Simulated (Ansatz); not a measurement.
**CH5 (doublet): the correlation ladder at distance C1–H5 along a hydrogen transfer = 1.090 Å, cc-pVTZ**

One table from this session's results is given with a row withheld; the runs are named, their logs left out.

Program: Ansatz 0.2.0, Gaussian basis. Level of theory: cc-pVTZ, core rule «outside noble gas», up to 1 orbitals frozen. These are calculated values, not measurements.

To be run: UHF; CCSD(T) on ROHF; CCSD(T) on UHF; BCCD(T) on ROHF; CISD; CCSDT(Q) on ROHF; CCSDT(Q) on UHF; CASSCF and NEVPT2, 3 electrons in 3 orbitals; CASSCF and NEVPT2, 9 electrons in 9 orbitals.

## What is computed

The geometry derives from fragments relaxed apart (PBE0/def2-TZVP) and kept rigid, so it is no stationary point. A hydrogen atom is moved between rigid fragments.

6 atoms, charge 0, spin multiplicity 2.

Atoms are counted from 1 here; the program's logs count them from 0.

Bond lengths: C1–H2 1.090 Å, C1–H3 1.090 Å, C1–H4 1.090 Å, C1–H5 1.090 Å. Angles: H2–C1–H3 109.5°, H2–C1–H4 109.5°, H2–C1–H5 109.5°, H3–C1–H4 109.5°, H3–C1–H5 109.5°, H4–C1–H5 109.5°.

Coordinates:

```xyz
6

C    -0.13768    0.00000    0.00000
H    -0.50089    1.02730    0.00000
H    -0.50089   -0.51365    0.88967
H    -0.50089   -0.51365   -0.88967
H     0.95194    0.00000    0.00000
H     2.19132    0.00000    0.00000
```

Set-up of the first run:

in.yaml

```yaml
crystal:
  periodic: [false, false, false]
  atoms:
    - {symbol: C, position_ang: [-0.137680, 0.000000, 0.000000]}
    - {symbol: H, position_ang: [-0.500885, 1.027301, 0.000000]}
    - {symbol: H, position_ang: [-0.500885, -0.513650, 0.889668]}
    - {symbol: H, position_ang: [-0.500885, -0.513650, -0.889669]}
    - {symbol: H, position_ang: [0.951937, 0.000000, 0.000000]}
    - {symbol: H, position_ang: [2.191320, 0.000000, 0.000000]}
basis:
  gaussian: {orbitals: cc-pVTZ}
magnetization: {spin_polarized: true, initial_magnetization: 1}
hamiltonian: {xc: hf}
output: {orbitals: {seedname: orbitals}}
```

Started as:

```
$ ansatz run in.yaml --threads 1 --pin off --events-out ev --progress --plain --max-ram 2816MiB --backend cpu
```

Among the steps run: UHF; CCSD(T) on ROHF; CCSD(T) on UHF; BCCD(T) on ROHF; CISD; CCSDT(Q) on ROHF; CCSDT(Q) on UHF; CASSCF and NEVPT2, 3 electrons in 3 orbitals; CASSCF and NEVPT2, 9 electrons in 9 orbitals.

One table of the session follows, with a row left open; its other results are not shown here.

It belongs to the step «Misses and costs». 

```
        method  from UCCSDT(Q) (meV)
          ROHF               +6411.2
           UHF               +6354.2
          RMP2                +797.0
          UMP2                +792.9
          CISD                +505.0
         RCCSD                +202.9
         UCCSD                +201.5
      RCCSD(T)                 +17.1
      UCCSD(T)                 +17.2
       BCCD(T)                 +16.4
        RCCSDT                     ?
        UCCSDT                  +4.8
     RCCSDT(Q)                  +0.3
     UCCSDT(Q)                     0
   CASSCF pair               +5963.5
   NEVPT2 pair                +843.2
CASSCF valence               +4117.0
NEVPT2 valence                +958.2
```

Q: Estimate the row for RCCSDT from the others.

**Answer.** from UCCSDT(Q) (meV): +4.9. In the column «from UCCSDT(Q) (meV)» it lies between UCCSDT (+4.8) and BCCD(T) (+16.4).

Caveats from the session: Restricted and unrestricted rows rest on different reference determinants; where their highest levels disagree by more than a few hundredths of an eV, they describe different states and don't form one ladder.
